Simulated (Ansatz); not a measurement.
A calculation with Ansatz (development build ahead of 0.2.0).

```yaml
crystal:
  periodic: [false, false, false]
  atoms:
    - { symbol: C, position_ang: [-0.04215, -0.07929, -0.08754] }
    - { symbol: H, position_ang: [-0.29874, -0.06545, 0.95641] }
    - { symbol: H, position_ang: [0.49445, 0.81533, -0.3475] }
basis:
  gaussian: { orbitals: def2-SVP }
total_charge: 1
magnetization:
  spin_polarized: true
  initial_magnetization: 1
hamiltonian:
  xc: hf
output:
  forces: true
```

The input is written out in the form of the current development build from the run's settings.

Output:

```
Converged                       : yes
Total energy                    : -38.52143 hartree
Spin squared of the determinant : 0.753
Stability test                  : minimum
```

Forces (eV/Å):
```json
{"atom": "C1", "Fx": "0.348", "Fy": "1.127", "Fz": "0.973"}
{"atom": "H2", "Fx": "-0.909", "Fy": "-1.380", "Fz": "0.722"}
{"atom": "H3", "Fx": "0.561", "Fy": "0.253", "Fz": "-1.695"}
```
